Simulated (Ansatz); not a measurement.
**BSiNH (doublet): from Hartree-Fock to the top rungs at a displaced geometry (v1), cc-pVDZ**

Aim: climb from Hartree-Fock through coupled cluster and multireference methods for BSiNH (doublet) at one geometry and basis, and see what each rung misses.

The runs use Ansatz 0.2.0, Gaussian basis; cc-pVDZ, core rule «outside noble gas», up to 7 orbitals frozen.

To be run: UHF; CCSD(T) on ROHF; CCSD(T) on UHF; BCCD(T) on ROHF; CISD; CCSDT(Q) on ROHF; CCSDT(Q) on UHF; CASSCF and MRCISD+Q, 9 electrons in 9 orbitals; CASSCF and NEVPT2, 9 electrons in 9 orbitals.

17 further runs of the same task are left out: 5 that didn't finish, 12 set aside as unsound or not needed.

## Step 1: What is computed

The geometry is a PBE0/def2-TZVP stationary point (not a proven minimum) with its atoms shifted at random (size 0.040 Å).

4 atoms, charge 0, spin multiplicity 2.

Atoms are counted from 1 here; the program's logs count them from 0.

Bond lengths: B1–N2 1.359 Å, B1–Si3 2.065 Å, N2–Si3 1.795 Å, N2–H4 1.002 Å. Angles: N2–B1–Si3 59.0°, B1–N2–Si3 80.5°, B1–N2–H4 141.6°, Si3–N2–H4 137.8°, B1–Si3–N2 40.5°.

As a file:

```
atom     x (Å)     y (Å)     z (Å)
  B1  -0.02330  -0.91564   0.94145
  N2  -0.02413   0.44235   0.89614
 Si3   0.02383   0.08705  -0.86277
  H4  -0.07894   1.24827   1.48948
```

## Step 2: UHF

The input, in.yaml:

```yaml
crystal:
  periodic: [false, false, false]
  atoms:
    - {symbol: B, position_ang: [-0.023296, -0.915639, 0.941446]}
    - {symbol: N, position_ang: [-0.024130, 0.442354, 0.896138]}
    - {symbol: Si, position_ang: [0.023834, 0.087051, -0.862766]}
    - {symbol: H, position_ang: [-0.078942, 1.248267, 1.489482]}
basis:
  gaussian: {orbitals: cc-pVDZ}
magnetization: {spin_polarized: true, initial_magnetization: 1}
hamiltonian: {xc: hf}
output: {orbitals: {seedname: orbitals}}
```

On the command line:

```bash
$ ansatz run in.yaml --threads 1 --pin off --events-out ev --progress --plain --max-ram 2393MiB
```

The runs that follow: CCSD(T) on ROHF; CCSD(T) on UHF; BCCD(T) on ROHF; CISD; CCSDT(Q) on ROHF; CCSDT(Q) on UHF; CASSCF and MRCISD+Q, 9 electrons in 9 orbitals; CASSCF and NEVPT2, 9 electrons in 9 orbitals.

Before running them: what should the planned runs give, taken together? Wanted: UCCSDT(Q) below the RHF energy; RMP2 from UCCSDT(Q); UMP2 from UCCSDT(Q); RCCSD from UCCSDT(Q); RCCSD(T) from UCCSDT(Q); UCCSD(T) from UCCSDT(Q); RCCSDT(Q) from UCCSDT(Q); T1 diagnostic.

The runs gave:

| quantity | value |
| --- | --- |
| UCCSDT(Q) below the RHF energy | -9.5372 eV |
| RMP2 from UCCSDT(Q) | +1222.6 meV |
| UMP2 from UCCSDT(Q) | +1250.4 meV |
| RCCSD from UCCSDT(Q) | +464.1 meV |
| RCCSD(T) from UCCSDT(Q) | +68.8 meV |
| UCCSD(T) from UCCSDT(Q) | +68.7 meV |
| RCCSDT(Q) from UCCSDT(Q) | +3.9 meV |
| levels within 1 kcal/mol (43 meV) | RCCSDT, UCCSDT, RCCSDT(Q) |
| T1 diagnostic | 0.035 |

**Reading.** RCCSD(T) misses by +68.8 meV, 0.7 % of the correlation energy. These misses are within one basis, not against nature; the frozen cores of restricted and unrestricted runs differ, which can shift their rows.
